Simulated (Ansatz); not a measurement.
B₂H₄⁻. Total charge -1; doublet. Geometry PBE-D4/def2-TZVPD, basis def2-TZVPD, Ansatz.

```xyz
6

B    -0.515   -0.605   -0.220
B     0.515    0.605    0.220
H     0.159    1.624    0.812
H    -1.725   -0.588    0.009
H    -0.159   -1.624   -0.812
H     1.725    0.588   -0.009
```

```csv
run,HOMO (eV),LUMO (eV)
A,0.56,2.96
B,-0.26,4.16
C,0.26,3.33
D,-1.54,4.26
E,0.82,2.83
F,-2.13,4.81
```

LC-ωPBE has ω = 0.4 bohr⁻¹. B3LYP takes the VWN-RPA correlation. The structure comes from a short search, and lower isomers may exist.

HOMO and LUMO are taken over both spins.

**Question.** The runs used B3LYP, BHLYP, LC-ωPBE, PBE0, r2SCAN, ωB97M-V. Estimate which is which.

**Answer.** A B3LYP (20 % exact exchange); B BHLYP (50 % exact exchange); C PBE0 (25 % exact exchange); D ωB97M-V (range-separated); E r2SCAN (0 % exact exchange); F LC-ωPBE (range-separated). Exact exchange lowers occupied and raises empty levels; among semilocal functionals meta-GGAs tend to open the gap a little, and such runs are hard to tell apart. The gap grows from 2.02 eV (r2SCAN) to 6.94 eV (LC-ωPBE). At B3LYP-D4/def2-TZVPD, PBE0-D4/def2-TZVPD, r2SCAN-D4/def2-TZVPD the highest occupied level of the charge -1 doublet lies above zero (up to 0.82 eV). By energy differences its removal costs 1.90 eV (vertical, to the charge 0 singlet, at r2SCAN-D4/def2-TZVPD); a positive level beside a positive removal energy at the same level points to self-interaction error.
